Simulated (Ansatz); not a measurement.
# SiCO (triplet): the correlation ladder, def2-QZVPP

One table from this session's results is given with a row withheld; the runs are named, their logs left out.

The runs use Ansatz 0.2.0, Gaussian basis; def2-QZVPP, core rule «outside noble gas», up to 7 orbitals frozen.

Plan: UHF; ROHF; CCSD(T) on UHF.

2 further runs of the same task are left out: 2 set aside as unsound or not needed.

## The system

The geometry is a PBE0/def2-TZVP stationary point (not a proven minimum).

3 atoms, charge 0, spin multiplicity 3.

Atoms are counted from 1 here; the program's logs count them from 0.

Bond lengths: O1–C2 1.153 Å, C2–Si3 1.807 Å. Angles: O1–C2–Si3 180.0°.

The first run:

Input file in.yaml:

```yaml
crystal:
  periodic: [false, false, false]
  atoms:
    - {symbol: O, position_ang: [0.000000, 0.000000, -1.370973]}
    - {symbol: C, position_ang: [0.000000, 0.000000, -0.218248]}
    - {symbol: Si, position_ang: [0.000000, 0.000000, 1.589221]}
basis:
  gaussian: {orbitals: "def2-QZVPP.json"}
magnetization: {spin_polarized: true, initial_magnetization: 2}
hamiltonian: {xc: hf}
output: {orbitals: {seedname: orbitals}}
```

Command:

```console
> ansatz run in.yaml --threads 1 --pin off --events-out ev --progress --plain --max-ram 2393MiB
```

Steps of the session up to this table: UHF; ROHF; CCSD(T) on UHF.

One table of the session follows, with a row left open; its other results are not shown here.

| method | from UCCSD(T) (kJ/mol) |
| --- | --- |
| ROHF | +1348.8 |
| UHF | +1326.1 |
| UMP2 | +94.9 |
| UCCSD | ? |
| UCCSD(T) | 0 |

Q: Estimate the row for UCCSD from the others.

The run gave: from UCCSD(T) (kJ/mol): +69.4. In the column «from UCCSD(T) (kJ/mol)» it lies between UCCSD(T) (0) and UMP2 (+94.9).
